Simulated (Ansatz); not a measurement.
**C₇H₈O: vertical ionisation energy**

Aim: the vertical ionisation energy of C₇H₈O, as cation minus neutral at the neutral's geometry, on several levels, and how well −ε(HOMO) stands in for it.

Method: unrestricted cation, the program's frozen cores in correlated methods; program: Ansatz 0.2.0, Gaussian basis.

Plan: UKS PBE-D4/def2-TZVPP; UKS r2SCAN-D4/def2-TZVPP; UKS PBE0-D4/def2-TZVPP; UKS B3LYP-D4/def2-TZVPP; UKS wB97X-V/def2-TZVPP; UKS wB97M-V/def2-TZVPP; UKS B2PLYP/def2-TZVPP; UHF-CCSD(T)/def2-TZVPP; UHF-MP2/def2-QZVPP; extrapolation to the limit; then −ε(HOMO) from the neutral's earlier runs with LDA (SPW92), PBE-D4, revPBE-D4, BLYP-D4, r2SCAN-D4, B97M-V, PBE0-D4, B3LYP-D4, r2SCANh-D4, r2SCAN0-D4, HSE06-D4, BHLYP-D4, CAM-B3LYP-D4, LC-ωPBE, ωB97X-V, ωB97M-V.

## Step 1: The geometry

All runs share one geometry, relaxed beforehand with PBE0-D4 in a triple-zeta def2 set.

SMILES `Cc1cccc(O)c1`, 16 atoms, charge 0, spin multiplicity 1.

Atoms are counted from 1 here; the program's logs count them from 0.

Bond lengths: C1–C2 1.498 Å, C1–H9 1.094 Å, C1–H10 1.091 Å, C1–H11 1.091 Å, C2–C3 1.393 Å, C2–C8 1.388 Å, C3–C4 1.385 Å, C3–H12 1.084 Å, C4–C5 1.386 Å, C4–H13 1.084 Å, C5–C6 1.389 Å, C5–H14 1.086 Å, C6–O7 1.357 Å, C6–C8 1.388 Å, O7–H15 0.961 Å, C8–H16 1.084 Å. Angles: C2–C1–H9 110.7°, C2–C1–H10 111.3°, C2–C1–H11 111.4°, H9–C1–H10 107.4°, H9–C1–H11 107.4°, H10–C1–H11 108.3°, C1–C2–C3 120.7°, C1–C2–C8 120.3°, C3–C2–C8 119.0°, C2–C3–C4 120.3°, C2–C3–H12 119.7°, C4–C3–H12 120.0°, C3–C4–C5 120.7°, C3–C4–H13 119.9°, C5–C4–H13 119.4°, C4–C5–C6 119.2°, C4–C5–H14 120.6°, C6–C5–H14 120.2° and more.

Coordinates:

```mol
C7H8O
  3D, bonds by distance, orders not assigned

 16 16  0  0  0  0  0  0  0  0999 V2000
    0.7393   -1.7885    1.4358 C   0  0
    0.3736   -0.6752    0.5019 C   0  0
    1.3517   -0.0226   -0.2455 C   0  0
    1.0069    1.0253   -1.0823 C   0  0
   -0.3111    1.4394   -1.1918 C   0  0
   -1.2901    0.7892   -0.4512 C   0  0
   -2.6004    1.1377   -0.5124 O   0  0
   -0.9468   -0.2619    0.3886 C   0  0
    0.9495   -1.4008    2.4376 H   0  0
    1.6325   -2.3148    1.0949 H   0  0
   -0.0715   -2.5131    1.5297 H   0  0
    2.3858   -0.3402   -0.1713 H   0  0
    1.7723    1.5277   -1.6631 H   0  0
   -0.5793    2.2591   -1.8518 H   0  0
   -2.7031    1.8696   -1.1268 H   0  0
   -1.7323   -0.7535    0.9518 H   0  0
  1  2  8  0
  2  3  8  0
  3  4  8  0
  4  5  8  0
  5  6  8  0
  6  7  8  0
  6  8  8  0
  1  9  8  0
  1 10  8  0
  1 11  8  0
  3 12  8  0
  4 13  8  0
  5 14  8  0
  7 15  8  0
  8 16  8  0
  2  8  8  0
M  END
```

## Step 2: Cation, UKS PBE-D4/def2-TZVPP

The input, in.yaml:

```yaml
crystal:
  periodic: [false, false, false]
  atoms:
    - {symbol: C, position_ang: [0.739276, -1.788485, 1.435847]}
    - {symbol: C, position_ang: [0.373649, -0.675212, 0.501887]}
    - {symbol: C, position_ang: [1.351699, -0.022563, -0.245504]}
    - {symbol: C, position_ang: [1.006868, 1.025342, -1.082348]}
    - {symbol: C, position_ang: [-0.311136, 1.439402, -1.191844]}
    - {symbol: C, position_ang: [-1.290099, 0.789162, -0.451212]}
    - {symbol: O, position_ang: [-2.600410, 1.137723, -0.512419]}
    - {symbol: C, position_ang: [-0.946778, -0.261873, 0.388631]}
    - {symbol: H, position_ang: [0.949511, -1.400844, 2.437571]}
    - {symbol: H, position_ang: [1.632481, -2.314786, 1.094874]}
    - {symbol: H, position_ang: [-0.071478, -2.513126, 1.529747]}
    - {symbol: H, position_ang: [2.385766, -0.340231, -0.171298]}
    - {symbol: H, position_ang: [1.772290, 1.527738, -1.663058]}
    - {symbol: H, position_ang: [-0.579278, 2.259070, -1.851836]}
    - {symbol: H, position_ang: [-2.703051, 1.869587, -1.126780]}
    - {symbol: H, position_ang: [-1.732312, -0.753504, 0.951843]}
basis:
  gaussian: {orbitals: def2-TZVPP}
total_charge: 1
magnetization: {spin_polarized: true, initial_magnetization: 1}
hamiltonian: {xc: pbe, dispersion: d4}
```

Run with:

```console
ansatz run in.yaml --threads 2 --pin off --events-out ev --progress --plain --max-ram 32768MiB --backend cuda --devices 0, --max-vram 18GiB
```

After this run come: Cation, UKS r2SCAN-D4/def2-TZVPP; Cation, UKS PBE0-D4/def2-TZVPP; Cation, UKS B3LYP-D4/def2-TZVPP; Cation, UKS wB97X-V/def2-TZVPP; Cation, UKS wB97M-V/def2-TZVPP; Cation, UKS B2PLYP (frozen core)/def2-TZVPP; Cation, UHF-CCSD(T)/def2-TZVPP; Cation, UHF-MP2/def2-QZVPP.

Q: Predict the results of all the runs planned. Wanted: ionisation energy, CCSD(T)/CBS; nearest functional by difference; nearest −ε(HOMO); −ε(HOMO) of PBE; T1 of the cation.

The runs gave:

```
                        quantity               value
  ionisation energy, CCSD(T)/CBS             8.59 eV
nearest functional by difference  ωB97M-V (-0.25 eV)
                nearest −ε(HOMO)  ωB97X-V (-0.04 eV)
                 −ε(HOMO) of PBE             5.37 eV
                T1 of the cation               0.028
```

In words: Energy differences with functionals land within 0.41 eV of the reference. −ε(HOMO) of PBE misses by 3.2 eV, since self-interaction lifts the level. Among orbital estimates ωB97X-V comes nearest. Hartree-Fock falls 1.43 eV short, as the neutral has more correlation energy than the cation.
